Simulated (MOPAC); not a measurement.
MOPAC input (MNDO):

```
MNDO PRECISE GNORM=0.05 LET XYZ CHARGE=-1 GEO-OK AUX(PRECISION=9) THREADS=1
C3H7O

O     0.08242012 1   -0.65307308 1   -0.27251841 1
C     0.05944358 1    0.81611492 1    0.02420122 1
C     1.27962424 1   -1.22791635 1    0.11217570 1
C    -1.41575988 1    1.14327758 1    0.16617260 1
H     0.38802558 1    1.28228298 1   -0.93384472 1
H     1.20119300 1   -2.32198246 1   -0.00706601 1
H     2.13924714 1   -0.88864672 1   -0.50001802 1
H     1.53362274 1   -0.98388112 1    1.15823764 1
H    -2.08405563 1    0.76161145 1   -0.64762280 1
H    -1.83735447 1    0.75179719 1    1.10337251 1
H    -1.53988680 1    2.23454646 1    0.19179143 1
```

From the last part of the output:

```
                                                       MOPAC v23.2.5 Linux

          FINAL HEAT OF FORMATION =        -28.73327 KCAL/MOL =    -120.22001 KJ/MOL

          COSMO AREA              =        106.19 SQUARE ANGSTROMS
          COSMO VOLUME            =         89.09 CUBIC ANGSTROMS

          GRADIENT NORM           =          0.04319          =       0.01302 PER ATOM
          IONIZATION POTENTIAL    =          0.457376 EV
          HOMO LUMO ENERGIES (EV) =         -0.457  8.862
          NO. OF FILLED LEVELS    =         13
          MOLECULAR WEIGHT        =         59.0877         POINT GROUP:  C1

          MOLECULAR DIMENSIONS (Angstroms)

            Atom       Atom       Distance
            H    11    H     6     5.25194
            H     7    H     9     3.00285
            H    10    H     5     2.47070

          SCF CALCULATIONS        =        104

   ATOM   CHEMICAL          X               Y               Z
  NUMBER   SYMBOL      (ANGSTROMS)     (ANGSTROMS)     (ANGSTROMS)

     1       O          0.21918051  *  -0.61305754  *  -0.63404434  *
     2       C         -0.10279795  *   0.70043744  *  -0.43473896  *
     3       C          1.12735824  *  -1.17398942  *   0.26262354  *
     4       C         -1.27225301  *   1.10062050  *   0.32147552  *
     5       H          0.54688345  *   1.43061958  *  -0.91197288  *
     6       H          1.32017380  *  -2.23439790  *  -0.05163465  *
     7       H          2.12526452  *  -0.66135307  *   0.28602411  *
     8       H          0.76614439  *  -1.21562591  *   1.32319760  *
     9       H         -2.19781519  *   0.49103553  *   0.13403436  *
    10       H         -1.16798060  *   1.06301235  *   1.44987830  *
    11       H         -1.54645408  *   2.16343001  *   0.10454358  *

                             CARTESIAN COORDINATES

   1    O        0.219180505    -0.613057538    -0.634044343
   2    C       -0.102797949     0.700437442    -0.434738956
   3    C        1.127358241    -1.173989419     0.262623539
   4    C       -1.272253011     1.100620504     0.321475517
   5    H        0.546883448     1.430619575    -0.911972879
   6    H        1.320173803    -2.234397897    -0.051634650
   7    H        2.125264522    -0.661353067     0.286024107
   8    H        0.766144392    -1.215625907     1.323197600
   9    H       -2.197815194     0.491035533     0.134034357
  10    H       -1.167980601     1.063012354     1.449878299
  11    H       -1.546454076     2.163430008     0.104543577

           Empirical Formula: C3 H7 O  =    11 atoms

      MOLECULAR POINT GROUP   :   C1

                  EIGENVALUES
 -36.58243 -26.84022 -22.46498 -15.96110 -11.07643 -10.17609  -9.95781  -8.25509
  -7.88136  -7.42741  -6.71395  -4.50723  -0.45738   8.86187   9.10207   9.83419
   9.90028  10.05593  10.85949  11.03704  12.30018  13.00138  14.02457

              NET ATOMIC CHARGES AND DIPOLE CONTRIBUTIONS

  ATOM NO.   TYPE          CHARGE      No. of ELECS.   s-Pop       p-Pop
    1          O          -0.235944        6.2359     1.81510     4.42085
    2          C          -0.661843        4.6618     1.20040     3.46144
    3          C           0.215964        3.7840     1.22163     2.56240
    4          C           0.261161        3.7388     1.18564     2.55320
    5          H           0.008713        0.9913     0.99129
    6          H          -0.074539        1.0745     1.07454
    7          H          -0.078877        1.0789     1.07888
    8          H          -0.074398        1.0744     1.07440
    9          H          -0.112996        1.1130     1.11300
   10          H          -0.153540        1.1535     1.15354
   11          H          -0.093700        1.0937     1.09370
 DIPOLE           X         Y         Z       TOTAL
 POINT-CHG.     0.904    -1.949     0.499     2.205
 HYBRID         0.321     0.195     0.547     0.664
 SUM            1.225    -1.754     1.046     2.381

          ATOMIC ORBITAL ELECTRON POPULATIONS

     Atom    s        px        py        pz
    1  O   1.81510   1.59158   1.30641   1.52285
    2  C   1.20040   1.17027   0.75469   1.53648
    3  C   1.22163   0.86366   0.84625   0.85249
    4  C   1.18564   0.88590   0.82657   0.84074
    5  H   0.99129
    6  H   1.07454
    7  H   1.07888
    8  H   1.07440
    9  H   1.11300
   10  H   1.15354
   11  H   1.09370

 **********************
 *                    *
 * JOB ENDED NORMALLY *
 *                    *
 **********************

 == MOPAC DONE ==
```

The dipole moment of an ion depends on the origin.
